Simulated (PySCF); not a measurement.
Magnetisability: SMILES c1cccc[s+]1, [C₅H₅S]+, charge +1

Cartesian coordinates in Å; atom numbers follow the order of the lines, from 1:
```xyz
11

C    -0.054    1.164   -0.094
C    -1.255    0.447   -0.045
C    -1.294   -0.930    0.073
S     0.075   -1.908    0.174
C     1.356   -0.816    0.096
C     1.202    0.552   -0.026
H    -0.100    2.252   -0.188
H    -2.205    0.983   -0.103
H    -2.239   -1.482    0.109
H     2.344   -1.285    0.148
H     2.104    1.168   -0.069
```

Total charge +1.

Method used: PySCF 2.14.0, GIAO B3LYP/cc-pVDZ magnetisability, rotational g tensor and spin-rotation constants, non-relativistic, gas phase. Geometry: PBE0-D3(BJ)/def2-SVP.

For an ion the centre-of-mass motion in the field is neglected.

**Question.** What are the magnetisability and the molar susceptibility?

**Answer.** Isotropic -971 × 10⁻³⁰ J/T², or -58.5 × 10⁻⁶ cm³/mol; principal values -1735, -589, -587 × 10⁻³⁰ J/T², anisotropy 1147 × 10⁻³⁰ J/T² (root of half the summed squared differences of the principal values). The susceptibility is in cgs units.

**Question.** Split it along the inertial axes a, b, c into diamagnetic and paramagnetic parts about the centre of mass, with the quadrupole moment.

**Answer.** 
| axis | χ (10⁻⁶ cm³/mol) | diamagnetic (10⁻⁶ cm³/mol) | paramagnetic (10⁻⁶ cm³/mol) | summed x² of all electrons (Å²) | quadrupole Θ (D Å) |
| --- | --- | --- | --- | --- | --- |
| a | -35.4 | -309.3 | 274.0 | 82.5 | +6.33 |
| b | -35.5 | -386.6 | 351.2 | 64.2 | +9.36 |
| c | -104.5 | -622.4 | 517.9 | 8.7 | -15.69 |

Anisotropies 2χaa − χbb − χcc = +69.2 and 2χbb − χaa − χcc = +69.0 × 10⁻⁶ cm³/mol. Θ is traceless in Buckingham's convention.

**Question.** And the rotational g tensor?

**Answer.** 
```tsv
axis	rotational constant (GHz)	g	nuclear part	electronic part
a	5.1334	-0.0564	0.6042	-0.6607
b	3.6352	-0.0429	0.5568	-0.5997
c	2.1282	+0.0587	0.5765	-0.5178
```
Asymmetric top; isotopes 12C, 1H, 32S; no vibrational averaging.
